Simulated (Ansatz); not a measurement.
Molecule: methyl ethyl ether, C3H8O (charge 0, singlet). SMILES: CCOC
Coordinates optimised at B3LYP-D3(BJ)/def2-TZVP (Ansatz, a first-principles code):
```
C
H 1 1.0999
H 1 1.0999 2 107.18
O 1 1.4156 2 109.77 3 119.17
C 4 1.4088 1 112.87 2 -58.78
H 5 1.0890 4 107.48 1 180.00
H 5 1.0982 6 109.00 4 120.97
H 5 1.0982 6 109.00 7 118.06
C 1 1.5130 2 110.66 3 -120.74
H 9 1.0908 1 110.53 2 179.36
H 9 1.0908 10 108.33 1 -121.24
H 9 1.0915 10 108.52 11 -117.64
```
Charge 0, spin multiplicity 1.

Quantity: vertical triplet-singlet gap, E(triplet) - E(singlet), in eV. Conventions: 6-31G* and kin with 6d, 5d where marked; spin-orbit terms left out; UHF or UKS for open shells; 6-311+G** with 5d; non-relativistic; each state is the SCF solution reached for its charge and spin; dispersion terms only where a functional's name holds one; valence correlation only. First-principles rows: single points at B3LYP-D3(BJ) geometries (Ansatz). Levels can end on unlike triplets.

```tsv
level	program	vertical triplet-singlet gap, E(triplet) - E(singlet) (eV)
HF/6-31G*	Ansatz	8.58
HF/6-311+G**	Ansatz	6.40
PBE/6-311+G**	Ansatz	6.26
B3LYP/3-21G	Ansatz	8.00
B3LYP/6-31G*	Ansatz	7.95
MP2/6-31G*	Ansatz	8.84
MP2/6-311+G**	Ansatz	7.39
B3LYP/def2-TZVPD	Ansatz	6.55
```

No value to compare with is used here. The 7 habitual levels span 6.26 (PBE/6-311+G**) to 8.84 eV (MP2/6-31G*); B3LYP/def2-TZVPD gives 6.55.

The levels are drawn from those run, B3LYP/6-31G* more often than the rest, none by its result; runs whose electronic state is in doubt are left out.
